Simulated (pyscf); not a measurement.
Structures and frequencies: ωB97X-D3(BJ)/def2-SVP in PySCF. MP2 and CC: frozen core, UHF for open shells. ΔMP2 is the change of the MP2 total energy from the triple- to the quadruple-zeta basis.

SMILES: C=CB(F)F
```xyz
8

C     -1.2945    -1.1804     0.0230
C     -0.3370    -0.5134    -0.6361
B      0.8868    -1.2606    -1.2384
F      1.8565    -0.6230    -1.8814
F      1.0112    -2.5792    -1.1304
H     -2.1652    -0.6768     0.4586
H     -1.2399    -2.2677     0.1521
H     -0.4195     0.5741    -0.7482
```
Charge 0, spin multiplicity 1.

Question: What is the homolytic dissociation enthalpy (298 K, CCSD(T)/def2-TZVPP + ΔMP2(QZVPP)) of the B–C bond of `[CH2]=[CH][B]([F])[F]`, to •HC=CH₂ + [F–B–F]•?

Answer: B–C to •HC=CH₂ + [F–B–F]•: 118.9 kcal/mol. The radicals are drawn with the spin at the cut bond; how far it spreads was not checked. Other isomers of •HC=CH₂ were not searched in full and may lie lower. The CCSD(T) − MP2 part came from Ansatz, without density fitting, on the same reference. A UHF reference is spin-contaminated (<S²> up to 0.96), which harms MP2 most.
